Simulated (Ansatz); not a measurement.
Reaction (substitution at a C–O bond): `COCO` + H–F → `COCF` + H₂O

Program: Ansatz. Geometries: PBE0-D4/def2-TZVP. ΔE: electronic, gas phase. CCSD(T)/CBS is the MP2 limit (def2-TZVPP, def2-QZVPP) plus CCSD(T) − MP2 in def2-TZVPP, frozen cores. This one scheme is used for every species. DFT in def2-TZVPP. Each species was taken in one conformer, which may not be the lowest.

| level | ΔE (eV) |
| --- | --- |
| PBE | -0.07 |
| MP2/def2-TZVPP | 0.02 |

**Question.** What does CCSD(T)/CBS give? (Best estimate.)

**Answer.** The calculation gave: -0.02 eV. The listed levels differ from it by -0.05, 0.04 eV.

Largest T1 diagnostic among the species: 0.011.

In def2-TZVPP, CCSD(T) changes the Hartree–Fock value by +0.10 eV (the triples alone add +0.01 eV) and MP2 by +0.13 eV.
